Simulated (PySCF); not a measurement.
## Beryllium: a sound run and one with changed settings

Sound run: Be [He] 2s2, Be+ [He] 2s1. Computed with PySCF 2.14 in aug-cc-pVDZ-DK (4s3p2d, 23 functions), with scalar relativity by spin-free X2C-1e. In the sound run the correlated levels freeze 1s2. The sound run starts from symmetry-adapted Hartree-Fock orbitals and uses a fine grid where one is needed.

Changed run: all electrons correlated in a basis built for the valence shell.

```
species   method  sound run (hartree)  changed run (hartree)  converged
     Be      MP2            -14.60066              -14.60140        yes
     Be  CCSD(T)            -14.61939              -14.61997        yes
    Be+      MP2                  n/a              -14.27864        yes
    Be+  CCSD(T)                  n/a              -14.27870        yes
```

Ionisation energy of Be:

```tsv
method	sound run (eV)	changed run (eV)
UHF	8.076	8.076
MP2	8.777	8.783
SCS-MP2	8.917	8.924
CCSD	9.287	9.286
CCSD(T)	9.287	9.287
```

A valence basis has no tight correlating functions, so it recovers only part of the core correlation, and not evenly between atom and ion.

For comparison, NIST gives 9.323 eV between the lowest levels.
